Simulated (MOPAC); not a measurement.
MOPAC input (PM7):

```
PM7 1SCF UHF MS=0.5 GEO-OK AUX(PRECISION=9) THREADS=1
CHO2

O    -1.04654174 1   -0.38868140 1   -0.00062933 1
C    -0.01375265 1    0.43909737 1    0.00455308 1
O     1.14788679 1    0.22368781 1   -0.00139048 1
H    -0.72824441 1   -1.31463559 1   -0.01116004 1
```

Problem. What heat of formation does the run end on, and which ionisation energy by Koopmans theorem?

Solution. -55.29 kcal/mol; 10.62 eV.
